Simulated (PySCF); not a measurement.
**How the method changes the constants of CCl**

State: ²Π (doublet), unpaired electrons π ↑. Set-up: basis C def2-TZVPPD, Cl def2-TZVPPD; no relativity; PySCF 2.14. De refers to C + Cl in their high-spin ground configurations, without counterpoise correction. The functionals are run spin-unrestricted. A positive dipole means C(−)Cl(+).

```tsv
Level	Re (Å)	ωe (cm⁻¹)	De (eV)	μ (D)
UHF	1.658	872	2.28	1.08
UHF-MP2	1.639	901	4.13	n/a
UHF-SCS-MP2	1.645	885	3.97	n/a
UHF-CCSD	1.652	880	3.79	n/a
UHF-CCSD(T)	1.656	869	4.01	n/a
PBE	1.658	855	4.76	1.54
r²SCAN	1.652	868	4.40	1.49
B3LYP	1.655	852	4.22	1.46
PBE0	1.643	891	4.40	1.49
r²SCAN0	1.642	893	4.12	1.45
MN15	1.637	898	4.31	1.48
BHandHLYP	1.642	885	3.81	1.38
ωB97X-V	1.642	901	4.26	1.49
B2PLYP	1.650	868	4.17	1.32
```

Question: Which functional lies closest to UHF-CCSD(T) in De, which farthest, and by how much do they differ from it?

Answer: Closest is r²SCAN0 (-1.4 pm in Re, +2.8 % in ωe, +0.11 eV in De against UHF-CCSD(T) in the same basis), farthest PBE (+0.2 pm in Re, -1.6 % in ωe, +0.75 eV in De). CCSD(T) converges more slowly with the basis than the functionals do and binds too weakly in this one, so the order can change at the basis-set limit.

Question: What does second-order correlation do here, going from UHF to UHF-MP2?

Answer: UHF-MP2 less UHF: -1.9 pm in Re, +3.3 % in ωe, +1.85 eV in De. Correlation nearly always deepens the well. The bond shortens, as in weak, metallic or heavy-atom bonds, where dispersion and the correlation of outer-core electrons pull the atoms together.

Question: What does the triples do here, going from UHF-CCSD to UHF-CCSD(T)?

Answer: UHF-CCSD(T) less UHF-CCSD: +0.4 pm in Re, -1.2 % in ωe, +0.22 eV in De. Correlation nearly always deepens the well. The bond lengthens, as in strong covalent bonds, where excitations into antibonding orbitals dominate.

Correlated steps freeze 6 core orbitals. B2PLYP dipoles, levels and charges come from its SCF part alone. The state is the lowest determinant that a PBE0 search found; another state may lie lower at other levels.

The whole job (state search and all levels along the bond) took about 5.2 min on 2 threads of Arm Neoverse V2 (shared host), peak memory 3 GiB.
